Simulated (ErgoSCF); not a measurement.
# CHO+ (SMILES C#[O+]): levels of theory compared

Wanted: a comparison of 6 runs (HF/STO-3G, UHF/6-31G, UPBE/Ahlrichs VDZ, B3LYP/6-31G*, PBE0/def2-SVP, SVWN5/cc-pVDZ) of CHO+. 

The calculation is run with ErgoSCF 3.8.

5 further runs of the same task are left out: 5 set aside as unsound or not needed.

### Step 1. The system as given

CHO+ has 3 atoms, charge +1, and is taken as a singlet. As SMILES, `C#[O+]`. The coordinates come from a GFN2-xTB relaxation.

Bond lengths: C1–O2 1.091 Å, C1–H3 1.098 Å. Angles: O2–C1–H3 179.9°.

### Step 2. A single-point energy at HF/STO-3G (run 1)

run.inp reads:

```
# CHO, HF
set_nthreads("env")
molecule_inline Angstrom
C      0.000660     0.002380     0.000800
O      0.164200     1.060720     0.207090
H     -0.164860    -1.063100    -0.207890
EOF
scf.output_mulliken_pop = 1
basis = "STO-3G"
scf.max_number_of_iterations = 120
tmpdir = "."
spin_polarization = 0
charge = 1
scf.use_diagonalization = 1
run "HF"
```

The basis set STO-3G is read from a file made from the Basis Set Exchange's data (not shown).

The run is started by

```
$ ergo run.inp
```

What it wrote:

```text
[...]
INSC SCF_general constructor, number of basis functions: 11
[...]
INSC Energy   1 =        -89.16643256512
[...]
INDE E_LUMO =         -0.13378758219
[...]
INSC Energy  10 =       -111.49712335071  ( diff     -0.000000000002927 )
[...]
RESC CONVERGED after  10 iterations.
RESC FINAL ENERGY:       -111.49712335071
[...]
INSC SCF: dipole_moment_x [atomic units] =      -0.06546096
INSC SCF: dipole_moment_y [atomic units] =      -0.42416485
INSC SCF: dipole_moment_z [atomic units] =      -0.08258196
[...]
```

Wall time 0.42 s (1 thread of Intel Xeon 6975P-C (Granite Rapids), shared host); peak memory 0.26 GiB.

### Step 3. A single-point energy at UHF/6-31G (run 2)

geom.xyz reads:

```xyz
3

C      0.000660     0.002380     0.000800
O      0.164200     1.060720     0.207090
H     -0.164860    -1.063100    -0.207890
```

The run is started by

```
$ ergo -m geom.xyz -e 'set_nthreads(1)' -e 'scf.max_number_of_iterations = 100' -e 'scf.use_diagonalization = 1' -e 'tmpdir = "."' -e 'basis = "6-31G"' -e 'charge = 1' -e 'scf.force_unrestricted = 1' -e 'scf.output_mulliken_pop = 1' -e 'scf.starting_guess_disturbance = 0.1' -e 'run "HF"'
```

What it wrote:

```text
[...]
INSC SCF_general constructor, number of basis functions: 20
[...]
INSC Energy   1 =        -67.60787527550
[...]
INDE E_LUMO =         -0.19899428239
[...]
INSC Energy  22 =       -112.89196367406  ( diff     -0.000000000002444 )
[...]
RESC CONVERGED after  22 iterations.
RESC FINAL ENERGY:       -112.89196367406
RESC FINAL <S2> =          0.00000000000
[...]
INSC SCF: dipole_moment_x [atomic units] =      -0.11495698
INSC SCF: dipole_moment_y [atomic units] =      -0.74413567
INSC SCF: dipole_moment_z [atomic units] =      -0.14501060
[...]
```

Run time: 1 s. Hardware: 1 thread of Intel Xeon 6975P-C (Granite Rapids), shared host; peak memory 0.26 GiB.

Runs 3 to 5 aren't shown in full; the table further down has their settings and results.

### Step 4. The energy at SVWN5/cc-pVDZ (run 6)

run.inp reads:

```
set_nthreads(1)
tmpdir = "."
scf.output_mulliken_pop = 1
XC.sparse_mode = 0
XC.radint = 1e-11
XC.angint = 41
scf.use_diagonalization = 1
scf.max_number_of_iterations = 120
basis = "cc-pVDZ"
charge = 1
molecule_inline Angstrom
C  0.000660 0.002380 0.000800
O  0.164200 1.060720 0.207090
H  -0.164860 -1.063100 -0.207890
EOF
run "SVWN5"
```

The basis set cc-pVDZ is read from a file made from the Basis Set Exchange's data (not shown).

The run is started by

```
$ ergo run.inp
```

What it wrote:

```text
[...]
INSC SCF_general constructor, number of basis functions: 33
[...]
INSC Energy   1 =        -45.58099020106
[...]
INDE E_LUMO =         -0.42162517615
[...]
INSC Energy  32 =       -112.65339721517  ( diff     -0.000000000000284 )
[...]
RESC CONVERGED after  32 iterations.
RESC FINAL ENERGY:       -112.65339721517
[...]
INSC SCF: dipole_moment_x [atomic units] =      -0.06293817
INSC SCF: dipole_moment_y [atomic units] =      -0.40798783
INSC SCF: dipole_moment_z [atomic units] =      -0.07940227
[...]
```

Run time: 3.9 s. Hardware: 1 thread of Intel Xeon 6975P-C (Granite Rapids), shared host; peak memory 0.26 GiB.

### Step 5. Overview of the runs

| run | level | iteration cap | guess disturbance | energy (Eh) | wall time |
| --- | --- | --- | --- | --- | --- |
| 1 | HF/STO-3G | 120 | – | -111.497123 | 0.42 s |
| 2 | UHF/6-31G | 100 | 0.1 | -112.891964 | 1 s |
| 3 | UPBE/Ahlrichs VDZ | 100 | 0.05 | -113.282622 | 1.8 s |
| 4 | B3LYP/6-31G* (spherical functions) | 120 | – | -113.541800 | 2.6 s |
| 5 | PBE0/def2-SVP | 120 | – | -113.331744 | 3.9 s |
| 6 | SVWN5/cc-pVDZ | 120 | – | -112.653397 | 3.9 s |

### Step 6. Outcome

| quantity | value |
| --- | --- |
| run 6: total energy | -112.65340 Eh |

In words: Totals of different functionals can't be ranked against each other. In run 1 the basis is minimal, so the values are rough. All runs together took 14 s, the longest 3.9 s.
